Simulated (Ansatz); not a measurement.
in.yaml

```yaml
crystal:
  periodic: [false, false, false]
  atoms:
    - {symbol: Al, position_ang: [0.000000, 0.000000, 1.432992]}
    - {symbol: O, position_ang: [0.000000, 0.000000, -0.241478]}
    - {symbol: H, position_ang: [0.000000, 0.000000, -1.191514]}
basis:
  gaussian: {orbitals: 6-31G}
correlation: {method: fic_nevpt4_sd, electrons: valence, active_space: {window: {electrons: 4, orbitals: 2}}}
accuracy: high
```

```sh
$ ansatz run in.yaml --threads 1 --pin off --events-out ev --progress --plain --max-ram 2393MiB
```

Log:

```
463 factors; integrals over basis functions are off by at most 3.7e-9 eV
mean field evaluation 1: about -8633.0282 eV, gradient 3.7e1 eV
mean field evaluation 2: about -8633.0332 eV, gradient 3.7e1 eV
mean field evaluation 4: about -8635.8048 eV, gradient 1.4e0 eV
mean field evaluation 8: about -8635.8180 eV, gradient 7.1e-4 eV
mean field -8635.81804458 eV, -317.3604595707 hartree, gradient 2.0e-8 eV, S^2 0.000000; 0 other end points of the search recorded, 0 dependent functions left out
reference -8635.81804458 eV, -317.3604595707 hartree; 11, 11 occupied and 13, 13 virtual orbitals, 463 factors
state -8635.81804458 eV, -317.3604595707 hartree
state -8635.81804458 eV, -317.3604595707 hartree; corrected -8640.15251212 eV, -317.5197483146 hartree
WARN: 2 active orbitals are nearly empty or full. The corrections depend on them more than the energy does, and are more stable in an active space without them
Total energy: -8640.15251212 eV, -317.5197483146 hartree
```

Ran on 1 thread of AMD EPYC 7R43, shared host: 0.84 s wall, 0.09 GiB peak host memory.
